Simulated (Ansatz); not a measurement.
`C=[C]F` radical. The species carries charge 0 and has multiplicity 2.

| atom | x (Å) | y (Å) | z (Å) |
| --- | --- | --- | --- |
| C1 | -0.033 | 0.096 | -0.503 |
| C2 | 0.339 | 0.276 | 0.739 |
| F3 | 0.069 | -0.417 | 1.808 |
| H4 | -0.670 | -0.741 | -0.776 |
| H5 | 0.295 | 0.785 | -1.268 |

(1) List the harmonic frequencies (cm⁻¹, unscaled) at PBE0-D4/def2-TZVP in Ansatz. (An estimate is asked.)

(2) Is this a minimum?

(3) Give the ideal-gas thermochemistry at 298.15 K and 1 bar (rigid rotor, harmonic oscillator; point group Cs, symmetry number 1).

(4) And at 400, 500, 600, 800 and 1000 K?

(5) Rotational constants (cm⁻¹)?

Answers

(1) The calculation gave: 453, 637, 829, 950, 1176, 1390, 1736, 3141, 3269.

(2) Yes, all 9 modes are real.

(3) Zero-point energy 81.2 kJ/mol; H(298) − E = 92.6 kJ/mol; entropy 255.9 J/(mol·K), of which translation 156.3, rotation 87.3, vibration 6.5, electronic 5.8; G(298) − E = 16.3 kJ/mol.

(4) 
```json
{"T (K)": "400", "H − E (kJ/mol)": "98.0", "S (J/mol/K)": "271.5", "G − E (kJ/mol)": "-10.6"}
{"T (K)": "500", "H − E (kJ/mol)": "104.1", "S (J/mol/K)": "285.0", "G − E (kJ/mol)": "-38.4"}
{"T (K)": "600", "H − E (kJ/mol)": "110.8", "S (J/mol/K)": "297.3", "G − E (kJ/mol)": "-67.5"}
{"T (K)": "800", "H − E (kJ/mol)": "125.7", "S (J/mol/K)": "318.6", "G − E (kJ/mol)": "-129.2"}
{"T (K)": "1000", "H − E (kJ/mol)": "142.1", "S (J/mol/K)": "336.9", "G − E (kJ/mol)": "-194.8"}
```

(5) 3.882, 0.3441, 0.3161.
